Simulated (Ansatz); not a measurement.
The pair A = CHN (SMILES C#N) (first 3 atoms), B = CHN (SMILES C#N); geometry from A24 set.
(charge 0, multiplicity 1):
```xyz
6

H      0.0000     0.0000     3.8552
C      0.0000     0.0000     2.7865
N      0.0000     0.0000     1.6315
H      0.0000     0.0000    -0.5938
C      0.0000     0.0000    -1.6681
N      0.0000     0.0000    -2.8253
```

Cores are frozen in the correlated methods. MP2 and its Hartree–Fock in aug-cc-pVQZ are density fitted.

Run with Ansatz (Gaussian basis) for Hartree–Fock, density functionals and correlated methods. Each number belongs to the level named beside it.

The counterpoise-corrected interaction energy is E(AB) − E(A in the pair's basis) − E(B in the pair's basis). Total energies (hartree):

| level | AB | A in the pair's basis | B in the pair's basis |
|---|---|---|---|
| HF/aug-cc-pVTZ | -185.8239759 | -92.9089276 | -92.9085138 |
| MP2/aug-cc-pVTZ | -186.5275167 | -93.2599121 | -93.2599826 |
| HF/aug-cc-pVQZ | -185.8344763 | -92.9142020 | -92.9137297 |
| MP2/aug-cc-pVQZ | -186.5770368 | -93.2846820 | -93.2846071 |
| CCSD(T)/aug-cc-pVTZ | -186.5705122 | -93.2815581 | -93.2816017 |

Task: Work out the counterpoise-corrected interaction energy at the basis-set limit: extrapolate the MP2 correlation part as X⁻³, take Hartree–Fock from the larger set, and add the CCSD(T) − MP2 difference of aug-cc-pVTZ.

Result: 
1. Differences (1 hartree = 627.509 kcal/mol): HF/aug-cc-pVTZ -4.100; MP2/aug-cc-pVTZ -4.783; HF/aug-cc-pVQZ -4.107; MP2/aug-cc-pVQZ -4.862; CCSD(T)/aug-cc-pVTZ -4.614.
2. Correlation parts, MP2 less HF: -0.682 in aug-cc-pVTZ (X = 3), -0.755 in aug-cc-pVQZ (X = 4).
3. Limit (4³·(-0.755) − 3³·(-0.682))/(4³ − 3³) = -0.808; with HF/aug-cc-pVQZ it gives -4.915.
4. CCSD(T) less MP2 in aug-cc-pVTZ: 0.169.
Result: -4.75 kcal/mol, against -4.78 at MP2/aug-cc-pVTZ. It is an estimate of this method's limit, not of the exact value.

Ansatz is a program for electronic structure.
